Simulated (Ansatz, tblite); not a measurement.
# The cluster Cu₂O: a ladder of methods and basis sets, part 2 of 2

Aim: run the singlet of the cluster Cu₂O at one geometry on many levels, and compare frontier levels, spin and run time.

Ansatz 0.2.0, Gaussian basis; as each input shows.

### 21 HF/STO-3G

The input, in.yaml:

```yaml
crystal:
  periodic: [false, false, false]
  atoms:
    - {symbol: Cu, position_ang: [-0.025513, -1.295827, -0.016426]}
    - {symbol: Cu, position_ang: [-0.774367, 1.039229, 0.020766]}
    - {symbol: O, position_ang: [0.799889, 0.256589, -0.004339]}
basis:
  gaussian: {orbitals: STO-3G, initial_orbitals: start.molden}
hamiltonian: {xc: hf}
scf: {omitted_lower_state_checks: [starts]}
output: {orbitals: {seedname: orbitals}}
```

The run is started by

```sh
$ ansatz run in.yaml --threads 2 --pin off --events-out ev --progress --plain --max-ram 4352MiB
```

Output, cut to the lines that bear on the results:

```text
Functional definition: HF
  name "HF"
  cite "Fock, Z. Phys. 61, 126 (1930) doi:10.1007/BF01340294"
  parent pbe
[...]
376 factors; integrals over basis functions are off by at most 8.6e-4 eV
[...]
a density is far from that of the atoms, so the factors are made again for it
411 factors; integrals over basis functions are off by at most 7.0e-5 eV
[...]
mean field -90192.95657323 eV, -3314.5300190844 hartree, gradient 5.0e-6 eV, S^2 0.000000; 0 other end points of the search recorded, 0 dependent functions left out
reference -90192.95657323 eV, -3314.5300190844 hartree; 33, 33 occupied and 8, 8 virtual orbitals, 411 factors
Total energy: -90192.95657323 eV, -3314.5300190844 hartree
Checks for a lower state left out: starts
```

Run time: 1.3 s. Hardware: 2 threads of Arm Neoverse V1, shared host.

Report: HOMO -6.34 eV, LUMO 1.79 eV.

### 22 PBE0-D4/def2-TZVPD

in.yaml: that of step 21 with these lines changed.

```diff
@@ -7,4 +7,4 @@
 basis:
-  gaussian: {orbitals: STO-3G, initial_orbitals: start.molden}
-hamiltonian: {xc: hf}
+  gaussian: {orbitals: def2-TZVPD, initial_orbitals: start.molden}
+hamiltonian: {xc: pbe0, dispersion: d4}
 scf: {omitted_lower_state_checks: [starts]}
```

Same command.

Output, cut to the lines that bear on the results:

```text
Functional definition: PBE0
  name "PBE0"
  cite "Adamo & Barone, J. Chem. Phys. 110, 6158 (1999) doi:10.1063/1.478522"
  cite "Perdew, Burke & Ernzerhof, Phys. Rev. Lett. 77, 3865 (1996) doi:10.1103/PhysRevLett.77.3865"
  parent pbe
[...]
1280 factors; their error is unknown
[...]
mean field -91313.28211954 eV, -3355.7012235273 hartree, gradient 3.8e-5 eV, S^2 0.000000; 0 other end points of the search recorded, 0 dependent functions left out
reference -91313.28215380 eV, -3355.7012247863 hartree; 33, 33 occupied and 103, 103 virtual orbitals, 1280 factors
Total energy: -91313.33650222 eV, -3355.7032220543 hartree
Checks for a lower state left out: starts
```

Wall time 3 s (2 threads of Arm Neoverse V1, shared host).

HOMO -6.11 eV, LUMO -2.52 eV.

### 23 PBE-D4/def2-TZVPD

in.yaml: that of step 22 with these lines changed.

```diff
@@ -8,3 +8,3 @@
   gaussian: {orbitals: def2-TZVPD, initial_orbitals: start.molden}
-hamiltonian: {xc: pbe0, dispersion: d4}
+hamiltonian: {xc: pbe, dispersion: d4}
 scf: {omitted_lower_state_checks: [starts]}
```

Launched as before.

Output, cut to the lines that bear on the results:

```text
Functional definition: PBE
  name "PBE"
  cite "Perdew, Burke & Ernzerhof, Phys. Rev. Lett. 77, 3865 (1996) doi:10.1103/PhysRevLett.77.3865"
  parent pbe
[...]
1122 factors; their error is unknown
[...]
mean field -91314.14658487 eV, -3355.7329920425 hartree, gradient 3.0e-5 eV, S^2 0.000000; 0 other end points of the search recorded, 0 dependent functions left out
reference -91314.14662866 eV, -3355.7329936515 hartree; 33, 33 occupied and 103, 103 virtual orbitals, 1122 factors
Total energy: -91314.21200526 eV, -3355.7353961973 hartree
Checks for a lower state left out: starts
```

Wall time 2.3 s (2 threads of Arm Neoverse V1, shared host).

From the report: HOMO -4.87 eV, LUMO -3.63 eV.

### 24 r2SCAN-D4/def2-TZVPD

in.yaml: that of step 23 with these lines changed.

```diff
@@ -8,3 +8,3 @@
   gaussian: {orbitals: def2-TZVPD, initial_orbitals: start.molden}
-hamiltonian: {xc: pbe, dispersion: d4}
+hamiltonian: {xc: r2scan, dispersion: d4}
 scf: {omitted_lower_state_checks: [starts]}
```

Launched as before.

Output, cut to the lines that bear on the results:

```text
Functional definition: r2SCAN
  name "r2SCAN"
  cite "Furness, Kaplan, Ning, Perdew & Sun, J. Phys. Chem. Lett. 11, 8208 (2020) doi:10.1021/acs.jpclett.0c02405"
  cite "Furness, Kaplan, Ning, Perdew & Sun, J. Phys. Chem. Lett. 11, 9248 (2020) doi:10.1021/acs.jpclett.0c03077"
  parent r2scan
[...]
1122 factors; their error is unknown
[...]
mean field -91327.45089886 eV, -3356.2219165635 hartree, gradient 4.0e-5 eV, S^2 0.000000; 0 other end points of the search recorded, 0 dependent functions left out
reference -91327.45091489 eV, -3356.2219171527 hartree; 33, 33 occupied and 103, 103 virtual orbitals, 1122 factors
Total energy: -91327.46319229 eV, -3356.2223683386 hartree
Checks for a lower state left out: starts
```

Run time: 4.1 s. Hardware: 2 threads of Arm Neoverse V1, shared host.

From the report: HOMO -4.96 eV, LUMO -3.36 eV.

### 25 CCSD(T)/def2-TZVPP

in.yaml: that of step 24 with these lines changed.

```diff
@@ -7,4 +7,4 @@
 basis:
-  gaussian: {orbitals: def2-TZVPD, initial_orbitals: start.molden}
-hamiltonian: {xc: r2scan, dispersion: d4}
+  gaussian: {orbitals: def2-TZVPP, initial_orbitals: start.molden}
+correlation: {method: ccsd_t, frozen_orbitals: {Cu: 9, O: 1}}
 scf: {omitted_lower_state_checks: [starts]}
```

Same command.

Output, cut to the lines that bear on the results:

```text
Functional definition: HF
  name "HF"
  cite "Fock, Z. Phys. 61, 126 (1930) doi:10.1007/BF01340294"
  parent pbe
[...]
1112 factors; integrals over basis functions are off by at most 1.1e-3 eV
[...]
mean field -91231.27694378 eV, -3352.6875889034 hartree, gradient 8.4e-6 eV, S^2 0.000000; 0 other end points of the search recorded, 0 dependent functions left out; unrestricted orbitals would lower it
[...]
reference -91231.27694378 eV, -3352.6875889034 hartree; 14, 14 occupied and 126, 126 virtual orbitals, 1112 factors
second order -35.71969827 eV of doubles, -0.00000000 eV of singles
cycle   1  -28.64872227 eV  change     7.1e0 eV  update   3.4e-1
[...]
cycle  20  -31.22415777 eV  change   -4.2e-6 eV  update   9.0e-6
perturbative correction -1.59134168 eV, -0.0584807280 hartree
Total energy: -91264.09244323 eV, -3353.8935362650 hartree
Checks for a lower state left out: starts
```

Run time: 13 s. Hardware: 2 threads of Arm Neoverse V1, shared host; peak memory 0.72 GiB.

Report: Hartree-Fock HOMO -8.77 eV, LUMO 0.44 eV; T1 0.045. Doubts: restricted state is unstable towards broken spin symmetry.

### 26 MP2/def2-TZVP

in.yaml: that of step 25 with these lines changed.

```diff
@@ -7,4 +7,4 @@
 basis:
-  gaussian: {orbitals: def2-TZVPP, initial_orbitals: start.molden}
-correlation: {method: ccsd_t, frozen_orbitals: {Cu: 9, O: 1}}
+  gaussian: {orbitals: def2-TZVP, initial_orbitals: start.molden}
+correlation: {method: mp2, frozen_orbitals: {Cu: 9, O: 1}}
 scf: {omitted_lower_state_checks: [starts]}
```

Launched as before.

Output, cut to the lines that bear on the results:

```text
Functional definition: HF
  name "HF"
  cite "Fock, Z. Phys. 61, 126 (1930) doi:10.1007/BF01340294"
  parent pbe
[...]
1146 factors; integrals over basis functions are off by at most 8.2e-4 eV
[...]
mean field -91231.12183020 eV, -3352.6818885846 hartree, gradient 2.4e-6 eV, S^2 0.000000; 0 other end points of the search recorded, 0 dependent functions left out; unrestricted orbitals would lower it
[...]
19 core orbitals not correlated: weight in the atoms' cores, before any rotation towards them, 1.000 or more for the frozen orbitals, at most 0.000 for the correlated occupied ones
reference -91231.12183020 eV, -3352.6818885846 hartree; 14, 14 occupied and 88, 88 virtual orbitals, 1146 factors
second order -31.40553482 eV of doubles, -0.00000000 eV of singles
Total energy: -91262.52736502 eV, -3353.8360207017 hartree
Checks for a lower state left out: starts
```

It took 2.4 s on 2 threads of Arm Neoverse V1, shared host.

Hartree-Fock HOMO -8.63 eV, LUMO 0.57 eV. Doubts: restricted state is unstable towards broken spin symmetry.

### 27 RPA/def2-TZVP

in.yaml: that of step 26 with these lines changed.

```diff
@@ -8,4 +8,4 @@
   gaussian: {orbitals: def2-TZVP, initial_orbitals: start.molden}
-correlation: {method: mp2, frozen_orbitals: {Cu: 9, O: 1}}
+hamiltonian: {xc: pbe}
+correlation: {method: rpa, frozen_orbitals: {Cu: 9, O: 1}}
 scf: {omitted_lower_state_checks: [starts]}
-output: {orbitals: {seedname: orbitals}}
```

The command is unchanged.

Output, cut to the lines that bear on the results:

```text
Functional definition: PBE
  name "PBE"
  cite "Perdew, Burke & Ernzerhof, Phys. Rev. Lett. 77, 3865 (1996) doi:10.1103/PhysRevLett.77.3865"
  parent pbe
[...]
1146 factors; integrals over basis functions are off by at most 8.2e-4 eV
[...]
mean field -91313.98488344 eV, -3355.7270496243 hartree, gradient 3.9e-6 eV, S^2 0.000000; 0 other end points of the search recorded, 0 dependent functions left out
19 core orbitals not correlated: weight in the atoms' cores, before any rotation towards them, 1.000 or more for the frozen orbitals, at most 0.000 for the correlated occupied ones
reference -91228.03613824 eV, -3352.5684914964 hartree; 14, 14 occupied and 88, 88 virtual orbitals, 1146 factors
Total energy: -91267.66579323 eV, -3354.0248544555 hartree
Checks for a lower state left out: starts
```

It took 3.6 s on 2 threads of Arm Neoverse V1, shared host.

### 28 MP2/def2-QZVPP

The input, in.yaml:

```yaml
crystal:
  periodic: [false, false, false]
  atoms:
    - {symbol: Cu, position_ang: [-0.025513, -1.295827, -0.016426]}
    - {symbol: Cu, position_ang: [-0.774367, 1.039229, 0.020766]}
    - {symbol: O, position_ang: [0.799889, 0.256589, -0.004339]}
basis:
  gaussian: {orbitals: "def2-QZVPP.json", initial_orbitals: start.molden}
correlation: {method: mp2, frozen_orbitals: {Cu: 9, O: 1}}
scf: {omitted_lower_state_checks: [starts]}
output: {orbitals: {seedname: orbitals}}
```

Same command.

Output, cut to the lines that bear on the results:

```text
Functional definition: HF
  name "HF"
  cite "Fock, Z. Phys. 61, 126 (1930) doi:10.1007/BF01340294"
  parent pbe
[...]
1758 factors; integrals over basis functions are off by at most 9.1e-4 eV
[...]
mean field -91233.63759636 eV, -3352.7743412855 hartree, gradient 2.9e-6 eV, S^2 0.000000; 0 other end points of the search recorded, 0 dependent functions left out; unrestricted orbitals would lower it
[...]
19 core orbitals not correlated: weight in the atoms' cores, before any rotation towards them, 1.000 or more for the frozen orbitals, at most 0.000 for the correlated occupied ones
reference -91233.63759636 eV, -3352.7743412855 hartree; 14, 14 occupied and 224, 224 virtual orbitals, 1758 factors
second order -37.93435418 eV of doubles, -0.00000000 eV of singles
Total energy: -91271.57195053 eV, -3354.1684030887 hartree
Checks for a lower state left out: starts
```

Wall time 13 s (2 threads of Arm Neoverse V1, shared host); peak memory 0.8 GiB.

Report: Hartree-Fock HOMO -8.86 eV, LUMO 0.07 eV. Doubts: restricted state is unstable towards broken spin symmetry.

### 29 CCSD(T)/def2-TZVPD

in.yaml: that of step 28 with these lines changed.

```diff
@@ -7,4 +7,4 @@
 basis:
-  gaussian: {orbitals: "def2-QZVPP.json", initial_orbitals: start.molden}
-correlation: {method: mp2, frozen_orbitals: {Cu: 9, O: 1}}
+  gaussian: {orbitals: def2-TZVPD, initial_orbitals: start.molden}
+correlation: {method: ccsd_t, frozen_orbitals: {Cu: 9, O: 1}}
 scf: {omitted_lower_state_checks: [starts]}
```

Launched as before.

Output, cut to the lines that bear on the results:

```text
Functional definition: HF
  name "HF"
  cite "Fock, Z. Phys. 61, 126 (1930) doi:10.1007/BF01340294"
  parent pbe
[...]
1201 factors; integrals over basis functions are off by at most 5.0e-4 eV
[...]
mean field -91231.26678276 eV, -3352.6872154930 hartree, gradient 2.0e-6 eV, S^2 0.000000; 0 other end points of the search recorded, 0 dependent functions left out; unrestricted orbitals would lower it
[...]
reference -91231.26678276 eV, -3352.6872154930 hartree; 14, 14 occupied and 103, 103 virtual orbitals, 1201 factors
second order -31.60298297 eV of doubles, -0.00000000 eV of singles
cycle   1  -25.10782853 eV  change     6.5e0 eV  update   3.5e-1
[...]
cycle  20  -27.63348800 eV  change    8.6e-6 eV  update   9.0e-6
perturbative correction -1.31093635 eV, -0.0481760222 hartree
Total energy: -91260.21120711 eV, -3353.7509034686 hartree
Checks for a lower state left out: starts
```

Run time: 9 s. Hardware: 2 threads of Arm Neoverse V1, shared host; peak memory 0.56 GiB.

Hartree-Fock HOMO -8.81 eV, LUMO 0.10 eV; T1 0.047. Doubts: restricted state is unstable towards broken spin symmetry.

### 30 Levels side by side

```
               level  functions  HOMO (eV)  LUMO (eV)  gap (eV)   time
           HF/STO-3G         41      -6.34       1.79      8.13  1.3 s
        HF/def2-TZVP        121      -8.63       0.57      9.20  1.5 s
     PBE-D4/def2-SVP         76      -4.12      -3.06      1.06  1.1 s
    PBE-D4/def2-TZVP        121      -4.67      -3.49      1.18  2.2 s
   PBE-D4/def2-TZVPD        136      -4.87      -3.63      1.24  2.3 s
   BLYP-D4/def2-TZVP        121      -4.66      -3.52      1.14  1.9 s
 r2SCAN-D4/def2-TZVP        121      -4.78      -3.22      1.56  3.7 s
r2SCAN-D4/def2-TZVPD        136      -4.96      -3.36      1.59  4.1 s
    PBE0-D4/def2-SVP         76      -5.46      -1.97      3.49  1.6 s
   PBE0-D4/def2-TZVP        121      -5.95      -2.35      3.59  4.4 s
  PBE0-D4/def2-TZVPD        136      -6.11      -2.52      3.59    3 s
  PBE0-D4/def2-QZVPP        257      -6.10      -2.47      3.63    8 s
r2SCAN0-D4/def2-TZVP        121      -6.07      -2.19      3.88  4.8 s
  BHLYP-D4/def2-TZVP        121      -7.16      -1.51      5.65  2.6 s
   LC-ωPBE/def2-TZVP        121      -8.46      -0.19      8.27  2.3 s
   ωB97X-V/def2-TZVP        121      -8.23      -0.33      7.90    7 s
   PBE+5HF/def2-TZVP        121      -4.92      -3.25      1.68  2.2 s
  PBE+10HF/def2-TZVP        121      -5.18      -3.02      2.16  2.3 s
  PBE+15HF/def2-TZVP        121      -5.44      -2.79      2.65  2.4 s
  PBE+35HF/def2-TZVP        121      -6.45      -1.93      4.52  2.7 s
  PBE+50HF/def2-TZVP        121      -7.16      -1.35      5.81  2.6 s
```

Energy pieces by basis (eV):

```
     basis           HF  MP2 correlation  CCSD correlation      (T)              total
def2-TZVPP  -91231.2769         -35.7197          -31.2242  -1.5913        -91264.0924
 def2-TZVP  -91231.1218         -31.4055                             -91262.5274 (MP2)
def2-QZVPP  -91233.6376         -37.9344                             -91271.5720 (MP2)
def2-TZVPD  -91231.2668         -31.6030          -27.6335  -1.3109        -91260.2112
```

The correlation energy is far from converged in these sets, so it jumps between bases; where outer-core shells are correlated, the sets cover them unevenly.

### 31 Binding energy

Free atoms were run apart at each level; binding is atoms less cluster, divided by the number of atoms, without zero-point or spin-orbit terms.

```
               level  binding an atom (eV)
        HF/def2-TZVP                 0.182
       HF/def2-TZVPD                 0.227
       HF/def2-TZVPP                 0.232
       HF/def2-QZVPP                 0.265
     PBE-D4/def2-SVP                 2.381
    PBE-D4/def2-TZVP                 2.094
   PBE-D4/def2-TZVPD                 2.138
   BLYP-D4/def2-TZVP                 1.992
 r2SCAN-D4/def2-TZVP                 2.018
r2SCAN-D4/def2-TZVPD                 2.058
    PBE0-D4/def2-SVP                 1.907
   PBE0-D4/def2-TZVP                 1.731
  PBE0-D4/def2-TZVPD                 1.774
  PBE0-D4/def2-QZVPP                 1.813
r2SCAN0-D4/def2-TZVP                 1.664
  BHLYP-D4/def2-TZVP                 1.363
   LC-ωPBE/def2-TZVP                 1.832
   ωB97X-V/def2-TZVP                 1.823
    B2PLYP/def2-TZVP                 1.857
       RPA/def2-TZVP                 1.691
       MP2/def2-TZVP                 2.076
      MP2/def2-TZVPD                 2.176
      MP2/def2-QZVPP                 2.238
     CCSD/def2-TZVPD                 1.653
     CCSD/def2-TZVPP                 1.605
  CCSD(T)/def2-TZVPD                 1.849
  CCSD(T)/def2-TZVPP                 1.800
```

### 32 Summary of results

What follows sums up all 2 parts.

```
                                                                  quantity                                value
gap in def2-TZVP, named functionals and Hartree-Fock, smallest and largest      1.14 eV (BLYP-D4), 9.20 eV (HF)
                                      gap over the share of exact exchange         1.18 eV at 0, 5.81 eV at 0.5
                                    correlation energy, CCSD(T)/def2-TZVPP                            -32.82 eV
                                         correlation energy, MP2/def2-TZVP                            -31.41 eV
                                        correlation energy, MP2/def2-QZVPP                            -37.93 eV
                                    correlation energy, CCSD(T)/def2-TZVPD                            -28.94 eV
                                 binding an atom, functionals in def2-TZVP  1.36 (BHLYP-D4) to 2.09 eV (PBE-D4)
                           PBE0 total energy, smallest basis above largest      18.53 eV (def2-SVP, def2-QZVPP)
```

What this shows: Over the named functionals and Hartree-Fock in def2-TZVP the gap runs from 1.14 eV (BLYP-D4) to 9.20 eV (HF); exact exchange widens it. Raising the share of exact exchange from 0 to 0.5 moves the HOMO by -2.49 eV and the LUMO by +2.14 eV. Notes on CCSD(T)/def2-TZVPP and its Hartree-Fock reference, which MP2 shares: restricted state is unstable towards broken spin symmetry.

The slowest run with a step of its own, MP2/def2-QZVPP, took 13 s; the quickest functional in def2-TZVP took 1.9 s (shared host).
